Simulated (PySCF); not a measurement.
benzene (C6H6), SMILES c1ccccc1.

Coordinates come from a TPSSh-D3(BJ)/def2-SVP optimisation.

Vertical ionisation energy (IE) and electron affinity (EA) in eV. Rows of orbital energies are one-electron estimates. Where ΔSCF, EOM or ADC give a negative EA the extra electron is unbound and the value depends on the basis.

```csv
level,IE,EA
"−ε(HOMO), −ε(LUMO), PBE0/def2-TZVP (PySCF)",…,…
"−ε(HOMO), −ε(LUMO), PBE/def2-TZVP (PySCF)",6.29,1.17
```

Question: What belongs in the gaps? (Estimate from the structure and the level; the computed values follow.)

Answer: 
- −ε(HOMO), −ε(LUMO), PBE0/def2-TZVP (PySCF), IE: 7.26
- −ε(HOMO), −ε(LUMO), PBE0/def2-TZVP (PySCF), EA: 0.25
